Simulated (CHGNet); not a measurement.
2H MoTe2

Level of theory: the machine-learned potential CHGNet 0.3.0 (trained on PBE and PBE+U data).

Cell: relaxed at this level.

```
Quantity               Result
-------------------  --------
lattice constant a    3.552 Å
lattice parameter c  15.076 Å
```

Measured, for comparison: lattice constant a 3.518 Å, lattice parameter c 13.974 Å (300 K, not corrected to a static lattice; as tabulated in arXiv:1605.07067). Computed (rounded) less measured: lattice constant a +1.0 %, lattice parameter c +7.9 %.

A machine-learned potential is trained on density-functional data: it inherits that level's misses and adds fitting errors of its own.

Note: the model's c/a of 4.24 is far from the 3.97 of the starting cell; this model's volume lies 10 % above that of the starting cell (a measured, published or database cell).
